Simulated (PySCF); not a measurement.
# C2H3F3S: excited states, first hyperpolarisability

Aim: compute the excited states, first hyperpolarisability of C2H3F3S (`CSC(F)(F)F`).

Programs: PySCF 2.14.0, with routines of our own; each step states its level. All values are computed. Atoms count from 0.

### 1 The starting structure

9 atoms, charge 0, multiplicity 1; geometry from: GFN2-xTB.

### 2 Relaxing the molecule at PBE0-D3(BJ)/def2-TZVP

Job settings and geometry (Å):

```
{"job": {"xc": "PBE0", "basis": "def2-TZVP", "d3": "d3bj", "grid": 2, "kind": "geom"}, "charge": 0, "multiplicity": 1}
C     -1.311739    -0.028634    -0.408435
S     -0.008256     1.226460    -0.236264
C      1.257194     0.117413     0.457684
F      1.548123    -0.886893    -0.375743
F      2.380100     0.775741     0.707105
F      0.850181    -0.445668     1.600098
H     -2.169296     0.487801    -0.825645
H     -0.976605    -0.808025    -1.086497
H     -1.556140    -0.432202     0.569757
```

On the command line:

```bash
> OMP_NUM_THREADS=1 python excited_run.py task.json out
```

This one command runs all jobs of the session in turn.

The log of the run:

```text
step   0  E = -775.41150646  max force = 0.009149
step   1  E = -775.41182291  max force = 0.004343
step   2  E = -775.41208074  max force = 0.001430
step   3  E = -775.41219281  max force = 0.000753
step   4  E = -775.41225148  max force = 0.000771
step   5  E = -775.41227228  max force = 0.000521
step   6  E = -775.41227783  max force = 0.000261
optimisation converged
```

It took 78 s on 1 thread of Arm Neoverse V1, shared host; peak memory 0.92 GiB.

The steps of the relaxation:

| step | energy from step 0 (eV) | largest force component (eV/Å) |
| --- | --- | --- |
| 0 | 0.0000 | 0.4705 |
| 1 | -0.0086 | 0.2233 |
| 2 | -0.0156 | 0.0735 |
| 3 | -0.0187 | 0.0387 |
| 4 | -0.0203 | 0.0396 |
| 5 | -0.0208 | 0.0268 |
| 6 | -0.0210 | 0.0134 |

Distances of close pairs at the start and the end, largest changes first:

| bond | before (Å) | after (Å) | change (Å) |
| --- | --- | --- | --- |
| S1–C2 | 1.820 | 1.797 | -0.023 |
| C0–S1 | 1.818 | 1.799 | -0.018 |
| C0–H6 | 1.085 | 1.090 | +0.005 |
| C2–F4 | 1.325 | 1.331 | +0.005 |
| C0–H8 | 1.086 | 1.089 | +0.003 |
| C0–H7 | 1.086 | 1.089 | +0.003 |
| C2–F5 | 1.337 | 1.338 | +0.001 |
| C2–F3 | 1.337 | 1.338 | +0.000 |

The final coordinates are the input of the step that follows.

| at the end point | value |
| --- | --- |
| rotational constants (GHz, main isotopes) | 4.419, 2.328, 2.097 |
| dipole moment (D) | 2.32 |

### 3 Excited states: TDA CAM-B3LYP/def2-TZVPD

Job settings and geometry (Å):

```
{"job": {"kind": "states", "xc": "CAM-B3LYP", "basis": "def2-TZVPD", "tda": true, "soc": true, "nstates": 6, "ntriplets": 5, "nquad": 4}, "charge": 0, "multiplicity": 1}
C     -1.119253     0.153434    -0.762348
S      0.289723     1.147895    -0.249224
C      1.096324    -0.068080     0.799402
F      1.425469    -1.185164     0.141597
F      2.213003     0.469616     1.283817
F      0.339396    -0.448599     1.835039
H     -1.724382     0.802445    -1.395216
H     -0.797310    -0.710893    -1.341011
H     -1.711790    -0.155423     0.097699
```

With the program's defaults for keys left out, this is: TDA CAM-B3LYP/def2-TZVPD excited states, vertical, gas phase, spin-orbit mean-field couplings.

The log of the run:

```text
coarse grid: 8920 points
cycle   1  E = -775.6510302832  dE =  9.565e-01  |g| = 9.962e-01  |ddm| = 2.329e+00
cycle   2  E = -775.5458008321  dE =  1.052e-01  |g| = 1.374e+00  |ddm| = 1.096e+00
cycle   3  E = -775.8239532919  dE = -2.782e-01  |g| = 4.270e-02  |ddm| = 5.703e-01
cycle   4  E = -775.8243043932  dE = -3.511e-04  |g| = 2.293e-02  |ddm| = 5.750e-02
cycle   5  E = -775.8243983776  dE = -9.398e-05  |g| = 6.272e-03  |ddm| = 1.908e-02
cycle   6  E = -775.8244066658  dE = -8.288e-06  |g| = 1.377e-03  |ddm| = 6.667e-03
final grid: 85096 points
cycle   7  E = -775.8263527113  dE = -4.930e-05  |g| = 4.190e-03  |ddm| = 7.537e-02
cycle   8  E = -775.8263523946  dE =  3.167e-07  |g| = 4.488e-03  |ddm| = 7.312e-03
cycle   9  E = -775.8263554446  dE = -3.050e-06  |g| = 3.394e-04  |ddm| = 2.029e-03
cycle  10  E = -775.8263554574  dE = -1.286e-08  |g| = 2.024e-04  |ddm| = 4.582e-04
cycle  11  E = -775.8263554659  dE = -8.466e-09  |g| = 3.347e-05  |ddm| = 1.478e-04
cycle  12  E = -775.8263554662  dE = -3.124e-10  |g| = 7.926e-06  |ddm| = 4.301e-05
converged SCF energy = -775.8263554662

Singlet excitations
state   eV       nm        f     d(h-e)  d(exc)  Lambda  PR(NTO)  |dmu|/D   mu/D   main configurations
  1   5.5456   223.6   0.00007   0.234   2.415   0.380   1.003    1.039    1.734   H->L 0.59, H->L+4 0.24, H->L+1 0.08
  2   6.9128   179.4   0.03907   0.963   3.574   0.332   1.005    5.191    5.057   H->L+1 0.58, H->L 0.26
  3   7.3073   169.7   0.00005   0.959   3.504   0.361   1.021    3.734    1.357   H->L+4 0.34, H->L+2 0.28, H->L+1 0.22
  4   7.7956   159.0   0.02750   0.539   4.040   0.286   1.010    2.471    2.476   H->L+3 0.68, H->L+2 0.17
  5   7.8024   158.9   0.01256   0.583   4.069   0.311   1.007                     H->L+2 0.40, H->L+3 0.30, H->L+4 0.18
  6   8.2036   151.1   0.00523   0.453   3.012   0.392   1.765                     H->L+6 0.52, H-1->L 0.19, H->L+12 0.09

Triplet excitations (Tamm-Dancoff)
state   eV     d(h-e)  d(exc)  Lambda  PR(NTO)   main configurations
  1   4.9720   0.133   2.244   0.387   1.009   H->L 0.49, H->L+4 0.32, H->L+1 0.08
  2   6.3385   0.321   2.647   0.379   1.008   H->L+1 0.24, H->L+4 0.22, H->L+9 0.20
  3   6.7774   0.782   3.503   0.340   1.008   H->L+1 0.41, H->L 0.35, H->L+4 0.09
  4   7.1184   0.108   2.278   0.473   1.126   H-1->L 0.42, H-1->L+4 0.30
  5   7.6337   0.450   3.888   0.271   1.010   H->L+3 0.93
S1 - T1 = 0.5736 eV

Spin-orbit couplings |<S|Hso|T>| (cm-1)
             T1       T2       T3       T4       T5
S0      176.695  125.301   46.596  125.350    3.195
S1        4.792   53.349   12.750  148.148   25.008
S2        3.497   14.698    2.437   12.306    8.054
S3       33.820    9.330    4.605   15.364   10.355
S4       24.192   17.714    7.606    4.973    5.862
S5       22.638   18.883    5.123    7.272    9.954
S6       85.217    7.209    8.810    3.513    0.918
T1 sublevels (cm-1): 0.000 0.521 0.807   radiative rates (1/s): 16.9 47 331
```

It took 39 s on 1 thread of Arm Neoverse V1, shared host; peak memory 0.92 GiB.

From this job:

| quantity | value |
| --- | --- |
| S1 less T1 | 0.57 eV |

### 4 Excited states: TDDFT CAM-B3LYP/def2-TZVPD

Settings changed since step 3:

```diff
@@ -1,2 +1,2 @@
-{"job": {"kind": "states", "xc": "CAM-B3LYP", "basis": "def2-TZVPD", "tda": true, "soc": true, "nstates": 6, "ntriplets": 5, "nquad": 4}, "charge": 0, "multiplicity": 1}
+{"job": {"kind": "states", "xc": "CAM-B3LYP", "basis": "def2-TZVPD", "tpa": true, "nstates": 8, "nquad": 6, "ntriplets": 0}, "charge": 0, "multiplicity": 1}
 C     -1.119253     0.153434    -0.762348
```

With the program's defaults for keys left out, this is: TDDFT CAM-B3LYP/def2-TZVPD excited states, vertical, gas phase, two-photon moments by quadratic response.

The log of the run:

```text
coarse grid: 8920 points
cycle   1  E = -775.6510302832  dE =  9.565e-01  |g| = 9.962e-01  |ddm| = 2.329e+00
cycle   2  E = -775.5458008321  dE =  1.052e-01  |g| = 1.374e+00  |ddm| = 1.096e+00
cycle   3  E = -775.8239532919  dE = -2.782e-01  |g| = 4.270e-02  |ddm| = 5.703e-01
cycle   4  E = -775.8243043932  dE = -3.511e-04  |g| = 2.293e-02  |ddm| = 5.750e-02
cycle   5  E = -775.8243983776  dE = -9.398e-05  |g| = 6.272e-03  |ddm| = 1.908e-02
cycle   6  E = -775.8244066658  dE = -8.288e-06  |g| = 1.377e-03  |ddm| = 6.667e-03
final grid: 85096 points
cycle   7  E = -775.8263527113  dE = -4.930e-05  |g| = 4.190e-03  |ddm| = 7.537e-02
cycle   8  E = -775.8263523946  dE =  3.167e-07  |g| = 4.488e-03  |ddm| = 7.312e-03
cycle   9  E = -775.8263554446  dE = -3.050e-06  |g| = 3.394e-04  |ddm| = 2.029e-03
cycle  10  E = -775.8263554574  dE = -1.286e-08  |g| = 2.024e-04  |ddm| = 4.582e-04
cycle  11  E = -775.8263554659  dE = -8.466e-09  |g| = 3.347e-05  |ddm| = 1.478e-04
cycle  12  E = -775.8263554662  dE = -3.124e-10  |g| = 7.926e-06  |ddm| = 4.301e-05
converged SCF energy = -775.8263554662

Singlet excitations
state   eV       nm        f     d(h-e)  d(exc)  Lambda  PR(NTO)  |dmu|/D   mu/D   delta(TPA)   sigma/GM   main configurations
  1   5.5208   224.6   0.00004   0.238   2.420   0.380   1.005    1.012    1.755        1.81      0.020   H->L 0.58, H->L+4 0.24, H->L+1 0.08
  2   6.9058   179.5   0.03579   0.987   3.580   0.331   1.005    5.274    5.174       39.73      0.694   H->L+1 0.59, H->L 0.25
  3   7.2447   171.1   0.00005   0.986   3.458   0.366   1.029    3.709    1.370        3.21      0.062   H->L+4 0.36, H->L+2 0.26, H->L+1 0.20
  4   7.7803   159.4   0.03488   0.437   4.031   0.270   1.015    2.480    2.265      200.03      4.436   H->L+3 0.93
  5   7.7954   159.0   0.00239   0.504   4.082   0.322   1.005    1.204    2.348       34.09      0.759   H->L+2 0.56, H->L+4 0.23
  6   8.1913   151.4   0.00476   0.443   2.998   0.393   1.792    1.237    2.075        6.30      0.155   H->L+6 0.51, H-1->L 0.20, H->L+12 0.09
  7   8.3880   147.8   0.00782   0.695   3.561   0.355   1.020                                            H->L+9 0.38, H->L+5 0.35
  8   8.7075   142.4   0.01706   1.305   3.690   0.330   1.024                                            H->L+8 0.51, H->L+5 0.15, H->L+11 0.11
```

Wall time 49 s (1 thread of Arm Neoverse V1, shared host); peak memory 0.94 GiB.

### 5 First hyperpolarisability: quadratic response CAM-B3LYP/def2-TZVPD

Settings changed since step 4:

```diff
@@ -1,2 +1,2 @@
-{"job": {"kind": "states", "xc": "CAM-B3LYP", "basis": "def2-TZVPD", "tpa": true, "nstates": 8, "nquad": 6, "ntriplets": 0}, "charge": 0, "multiplicity": 1}
+{"job": {"kind": "beta", "xc": "CAM-B3LYP", "basis": "def2-TZVPD"}, "charge": 0, "multiplicity": 1}
 C     -1.119253     0.153434    -0.762348
```

Method: quadratic response CAM-B3LYP/def2-TZVPD first hyperpolarisability, Taylor convention, gas phase.

The log of the run:

```text
coarse grid: 8920 points
cycle   1  E = -775.6510302832  dE =  9.565e-01  |g| = 9.962e-01  |ddm| = 2.329e+00
cycle   2  E = -775.5458008321  dE =  1.052e-01  |g| = 1.374e+00  |ddm| = 1.096e+00
cycle   3  E = -775.8239532919  dE = -2.782e-01  |g| = 4.270e-02  |ddm| = 5.703e-01
cycle   4  E = -775.8243043932  dE = -3.511e-04  |g| = 2.293e-02  |ddm| = 5.750e-02
cycle   5  E = -775.8243983776  dE = -9.398e-05  |g| = 6.272e-03  |ddm| = 1.908e-02
cycle   6  E = -775.8244066658  dE = -8.288e-06  |g| = 1.377e-03  |ddm| = 6.667e-03
final grid: 85096 points
cycle   7  E = -775.8263527113  dE = -4.930e-05  |g| = 4.190e-03  |ddm| = 7.537e-02
cycle   8  E = -775.8263523946  dE =  3.167e-07  |g| = 4.488e-03  |ddm| = 7.312e-03
cycle   9  E = -775.8263554446  dE = -3.050e-06  |g| = 3.394e-04  |ddm| = 2.029e-03
cycle  10  E = -775.8263554574  dE = -1.286e-08  |g| = 2.024e-04  |ddm| = 4.582e-04
cycle  11  E = -775.8263554659  dE = -8.466e-09  |g| = 3.347e-05  |ddm| = 1.478e-04
cycle  12  E = -775.8263554662  dE = -3.124e-10  |g| = 7.926e-06  |ddm| = 4.301e-05
converged SCF energy = -775.8263554662

Lowest singlets (eV, f): 5.5208 0.0000  6.9058 0.0358  7.2447 0.0001

First hyperpolarisability (au)
process     nm      |vector|   parallel      HRS      DR
static         -      162.75      -53.2      61.28   7.484
shg       1907.0      167.18     -54.11      63.03   7.407
eope      1907.0      164.20      -53.5          -       -
shg       1064.0      177.82     -56.21      67.27   7.232
eope      1064.0      167.50     -54.18          -       -
```

It took 35 s on 1 thread of Arm Neoverse V1, shared host; peak memory 0.91 GiB.

### 6 Excited states: TDA CAM-B3LYP/def2-TZVPD in toluene

Settings changed since step 5:

```diff
@@ -1,2 +1,2 @@
-{"job": {"kind": "beta", "xc": "CAM-B3LYP", "basis": "def2-TZVPD"}, "charge": 0, "multiplicity": 1}
+{"job": {"kind": "states", "xc": "CAM-B3LYP", "basis": "def2-TZVPD", "tda": true, "soc": true, "nstates": 6, "ntriplets": 5, "nquad": 4, "solvent": "toluene"}, "charge": 0, "multiplicity": 1}
 C     -1.119253     0.153434    -0.762348
```

Method: TDA CAM-B3LYP/def2-TZVPD excited states, vertical, IEF-PCM toluene (non-equilibrium response), spin-orbit mean-field couplings.

The log of the run:

```text
coarse grid: 8920 points
cycle   1  E = -775.6542180393  dE =  9.534e-01  |g| = 9.930e-01  |ddm| = 2.329e+00
cycle   2  E = -775.5537180267  dE =  1.005e-01  |g| = 1.361e+00  |ddm| = 1.095e+00
cycle   3  E = -775.8261342715  dE = -2.724e-01  |g| = 4.206e-02  |ddm| = 5.647e-01
cycle   4  E = -775.8264633252  dE = -3.291e-04  |g| = 2.378e-02  |ddm| = 5.500e-02
cycle   5  E = -775.8265596599  dE = -9.633e-05  |g| = 5.841e-03  |ddm| = 1.881e-02
cycle   6  E = -775.8265673721  dE = -7.712e-06  |g| = 1.163e-03  |ddm| = 6.343e-03
final grid: 85096 points
cycle   7  E = -775.8285046316  dE = -4.934e-05  |g| = 4.271e-03  |ddm| = 7.588e-02
cycle   8  E = -775.8285043697  dE =  2.619e-07  |g| = 4.537e-03  |ddm| = 7.283e-03
cycle   9  E = -775.8285075625  dE = -3.193e-06  |g| = 3.448e-04  |ddm| = 2.111e-03
cycle  10  E = -775.8285075750  dE = -1.253e-08  |g| = 2.135e-04  |ddm| = 4.629e-04
cycle  11  E = -775.8285075844  dE = -9.402e-09  |g| = 2.855e-05  |ddm| = 1.510e-04
cycle  12  E = -775.8285075847  dE = -2.642e-10  |g| = 6.722e-06  |ddm| = 4.307e-05
converged SCF energy = -775.8285075847

Singlet excitations
state   eV       nm        f     d(h-e)  d(exc)  Lambda  PR(NTO)  |dmu|/D   mu/D   main configurations
  1   5.5598   223.0   0.00017   0.202   2.392   0.386   1.003    0.968    2.224   H->L 0.58, H->L+4 0.23, H->L+1 0.11
  2   6.8810   180.2   0.05501   0.916   3.590   0.331   1.005    5.240    5.883   H->L+1 0.63, H->L 0.25
  3   7.3405   168.9   0.00064   0.862   3.498   0.357   1.022    3.515    0.989   H->L+4 0.38, H->L+2 0.34, H->L+1 0.13
  4   7.7626   159.7   0.05019   0.297   4.036   0.268   1.017    2.125    2.632   H->L+3 0.96
  5   7.7941   159.1   0.00029   0.333   4.171   0.310   1.005                     H->L+2 0.57, H->L+4 0.24
  6   8.1998   151.2   0.00998   0.482   3.049   0.384   1.703                     H->L+6 0.53, H-1->L 0.17, H->L+12 0.11

Triplet excitations (Tamm-Dancoff)
state   eV     d(h-e)  d(exc)  Lambda  PR(NTO)   main configurations
  1   5.0018   0.122   2.232   0.394   1.009   H->L 0.49, H->L+4 0.31, H->L+1 0.10
  2   6.3755   0.216   2.658   0.371   1.007   H->L+1 0.23, H->L+4 0.22, H->L+9 0.18
  3   6.7927   0.569   3.504   0.349   1.008   H->L+1 0.41, H->L 0.35, H->L+4 0.12
  4   7.1349   0.089   2.270   0.477   1.127   H-1->L 0.43, H-1->L+4 0.29, H-1->L+1 0.09
  5   7.6070   0.384   3.904   0.271   1.010   H->L+3 0.93
S1 - T1 = 0.5581 eV

Spin-orbit couplings |<S|Hso|T>| (cm-1)
             T1       T2       T3       T4       T5
S0      177.001  121.288   46.920  125.566    1.637
S1        4.955   51.941   16.383  147.995   26.002
S2        3.526   10.160    2.413    8.932    6.044
S3       32.543    9.016    2.091   14.611   10.714
S4       27.417   18.252    9.124    0.718    0.490
S5       21.964   20.903    2.274    9.641   13.212
S6       81.996    7.112    5.440    2.706    0.864
T1 sublevels (cm-1): 0.000 0.521 0.840   radiative rates (1/s): 37.8 37.4 341
```

Run time: 40 s. Hardware: 1 thread of Arm Neoverse V1, shared host; peak memory 0.93 GiB.

In short:

| quantity | value |
| --- | --- |
| S1 less T1 | 0.56 eV |

### 7 Outcome

```
                                                  quantity                                                value
                      rotational constants (main isotopes)                                 4.42, 2.33, 2.10 GHz
             S1 less T1 (step 3, TDA CAM-B3LYP/def2-TZVPD)                                              0.57 eV
β vector (step 5, quadratic response CAM-B3LYP/def2-TZVPD)  static 163, SHG 1907.0 nm 167, SHG 1064.0 nm 178 au
  S1 less T1 (step 6, TDA CAM-B3LYP/def2-TZVPD in toluene)                                              0.56 eV
```

In words: The optimisation took 6 steps and gained 0.021 eV; among the close pairs (by a distance rule), S1–C2 changed most, from 1.820 to 1.797 Å. In step 3 some excited states are degenerate or nearly so. In step 3, the number of triplets below S1 is 1, and the largest singlet-triplet spin-orbit coupling is S0–T1, 176.69 cm⁻¹. β grows from 163 au (static) to 178 au for doubling at 1064.0 nm: normal dispersion, which grows as twice the photon energy moves toward the bright states. In step 6, the number of triplets below S1 is 1, and the largest singlet-triplet spin-orbit coupling is S0–T1, 177.00 cm⁻¹.
